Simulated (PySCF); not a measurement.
Published values to compare with (the computed states carry no symmetry labels, so the two lists aren't matched line by line):

| state | E (eV) | f | kind of transition | source |
| --- | --- | --- | --- | --- |
| 1A''[F](π→π*) | 3.54 | 0.004 | vertical emission from the excited-state geometry | [1] |
| 3Σ+(π→π*) | 4.44 |  | vertical absorption | [1] |
| 1Σ-(π→π*) | 4.77 |  | 0-0 transition | [2] |
| 3Δ(π→π*) | 5.21 |  | vertical absorption | [1] |
| 1Δ(π→π*) | 5.48 |  | 0-0 transition | [2] |
| 1Σ-(π→π*) | 5.79 |  | vertical absorption | [3] |
| 1Σ-(π→π*) | 5.80 |  | vertical absorption | [1] |
| 1Δ(π→π*) | 6.07 |  | vertical absorption | [3] |
| 1Δ(π→π*) | 6.07 |  | vertical absorption | [1] |

[1] computed, theoretical best estimate (aug-cc-pVTZ, frozen core, CC3 geometry), gas; Veril, Scemama, Caffarel, Lipparini, Boggio-Pasqua, Jacquemin, Loos, WIREs Comput. Mol. Sci. 2021, 11, e1517 (QUESTDB)
[2] measured, gas; Loos, Lipparini, Boggio-Pasqua, Scemama, Jacquemin (2019), arXiv:1912.04173, literature columns
[3] computed, theoretical best estimate (aug-cc-pVTZ), revised with CC4, gas; Loos, Lipparini, Matthews, Blondel, Jacquemin, revising reference values with EOM-CC4 (2022), arXiv:2204.11658

Compound: cyanoacetylene, C3HN.
Geometry (GFN2-xTB, Å), atoms numbered from 1 in this order:
```
atom  x, y, z in Å
C1    -1.2745   -0.1733   -0.0006
C2    -0.0816   -0.0110    0.0189
C3     1.2713    0.1722    0.0438
N4     2.4085    0.3275    0.0654
H5    -2.3151   -0.3126   -0.0159
```

The calculation used TDDFT CAM-B3LYP/def2-SVPD, vertical, gas phase, core orbitals frozen in the response (PySCF 2.14.0, density-fitted response routines).

Computed singlets: 5.27 eV (f 0.000); 5.51 eV (f 0.000 summed over 2 states); 7.85 eV (f 0.000); 8.20 eV (f 0.000 summed over 2 states); 8.34 eV (f 0.029 summed over 2 states). Computed triplets (Tamm–Dancoff): 4.27, 4.72, 4.72 eV.

Question: How does the lowest computed singlet compare with the best estimate listed for the lowest singlet (vertical absorption)?

Answer: 5.27 eV against 5.79 eV for 1Σ-(π→π*) [3]: a difference of -0.52 eV. Geometry and basis of the two calculations needn't be the same.

Question: How does the lowest computed triplet compare with the best estimate listed for the lowest triplet (vertical absorption)?

Answer: 4.27 eV against 4.44 eV for 3Σ+(π→π*) [1]: a difference of -0.17 eV. Geometry and basis of the two calculations needn't be the same.

[F] marks fluorescence, computed at the excited state's geometry. Note on [3]: revises the 2021 QUESTDB value.

Adiabatic (Te) and 0-0 energies refer to the relaxed excited state and aren't the vertical quantity computed here.

On an Arm Neoverse V1 with one thread, no GPU (shared host), this took 3.5 s wall.
